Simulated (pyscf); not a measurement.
Structures and frequencies: ωB97X-D3(BJ)/def2-SVP in PySCF.

Question: PBE/def2-TZVP puts the barrier of H₃C–N(CH₃)–SiH₃ + water (H₂O) -> H₃C–N(CH₃)–SiH₂–OH + hydrogen (H₂) (four-centre exchange; singlet surface; H–Si, H–O broken, O–Si, H–H formed) at 25.0 kcal/mol and the reaction energy at -20.4 kcal/mol, from the separated reactants. What do r²SCAN/def2-TZVP, B3LYP-D3(BJ)/def2-TZVP, ωB97M-D3(BJ)/def2-TZVP give on the same structures?

Answer: r²SCAN: ΔE‡ = 26.5 kcal/mol, ΔE = -23.1 kcal/mol; B3LYP-D3(BJ): ΔE‡ = 30.4 kcal/mol, ΔE = -22.2 kcal/mol; ωB97M-D3(BJ): ΔE‡ = 29.6 kcal/mol, ΔE = -21.8 kcal/mol. PBE's barrier lies under all of them, by 1.5 to 5.4 kcal/mol. Its reaction energy lies over all of them, by 1.4 to 2.7 kcal/mol. This is the saddle that the search found; another between the same sides may lie lower.
